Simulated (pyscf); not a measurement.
**Routes from Cl–SnH(Cl)–Cl + water (H₂O)**

Candidate steps break at most two bonds and form at most two. Each was searched with GFN2-xTB (tblite) first. Single points on ωB97X-D3(BJ)/def2-SVP structures (PySCF, gas phase). Energies: ωB97M-D3(BJ)/def2-TZVP, kcal/mol, from the separated reactants, singlet surface; ΔG‡ with ideal gas, 1 atm, RRHO with modes under 100 cm⁻¹ raised to 100, one conformer, R ln 2 for chiral ones without a mode under 150 cm⁻¹.

| products | type | ΔE‡ | ΔE | ΔG‡ 298 K | ΔG‡ 900 K | ν‡ (cm⁻¹) |
|---|---|---|---|---|---|---|
| HCl + HO–SnH(Cl)–Cl | four-centre exchange | 14.8 | +13.5 | 22.7 | 43.0 | 650i |
| HO–Sn(Cl)(Cl)–Cl + H₂ | four-centre exchange | 33.4 | +1.3 | 41.4 | 61.5 | 1465i |

Row 1: On the reactant side the descent ends in an adduct with a O–Sn contact (not fully relaxed), 6.3 kcal/mol under the separated species and 20.9 kcal/mol under the saddle at ωB97X-D3(BJ)/def2-TZVP. On the product side the descent ends in a complex, 6.5 kcal/mol under the separated species and 5.3 kcal/mol under the saddle at ωB97X-D3(BJ)/def2-TZVP. Row 2: On the reactant side the descent ends in a bound adduct (not fully relaxed), 10.4 kcal/mol under the separated species and 42.4 kcal/mol under the saddle at ωB97X-D3(BJ)/def2-TZVP. 

Plain bond fissions and candidates not yet searched are not listed, and one of them may be faster. Each barrier is that of the saddle found; lower ones may exist. Elements past Kr carry the def2 core potentials, without spin-orbit coupling.
